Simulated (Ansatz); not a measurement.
Born–Oppenheimer molecular dynamics of AlH3O (5 atoms, charge 0, multiplicity 1). It starts from a relaxed structure.

Method: RKS LDA/def2-SVP in Ansatz.

- ensemble: NVT, Langevin thermostat
- time step: 0.5 fs
- steps asked: 250
- set temperature: 1000 K
- friction: 0.01 /fs
- temperature schedule: 62 steps to 1000 K, then 188 steps to 10 K
- seed: 804911

First frame:

```xyz
5
Properties=species:S:1:pos:R:3
Al 0.039 -0.068 0.000
H -0.056 -0.061 1.599
H 1.362 0.185 -0.849
O -1.347 -0.364 -0.940
H -2.239 -0.539 -0.602
```

(1) What does the run give?

(2) What happens to the structure?

(3) How do temperature and energy run in time?

Results:

(1) The run went to its last step.

```yaml
steps_done: 250
time_covered: 125 fs
mean_temperature_over_the_second_half: 681 K
spread_of_the_potential_energy_over_the_second_half: 15.8 meV per atom
mean_potential_energy_of_the_second_half_above_the_start: 43.4 meV per atom
```

The schedule's set-point averaged 339 K over the second half and the system 681 K, so it lags behind the ramp. A run of 0.12 ps of so small a system gives no equilibrium averages.

(2) The same pairs are bonded in the first frame and the last. Pairs count as bonded within 1.25 times the sum of covalent radii (0.12 Å more for H–H). This is one draw of velocities; another would differ in detail.

(3) 
```csv
time (fs),T (K),potential energy less start (eV)
0,800,0.000
4,1103,0.085
8,768,0.195
12,513,0.224
16,443,0.220
20,434,0.153
24,682,0.108
28,660,0.128
32,603,0.234
36,800,0.252
40,761,0.266
44,1038,0.187
48,1092,0.165
52,1039,0.182
56,791,0.301
60,828,0.358
64,853,0.370
68,692,0.419
72,625,0.355
76,757,0.340
80,1125,0.124
84,882,0.128
88,724,0.180
92,677,0.221
96,579,0.239
100,650,0.155
104,693,0.166
108,588,0.147
112,451,0.213
116,537,0.172
120,567,0.125
124,422,0.191
```

The run took 2.2 min on 1 thread of Arm Neoverse V1, on a shared host, peak memory 0.08 GiB.
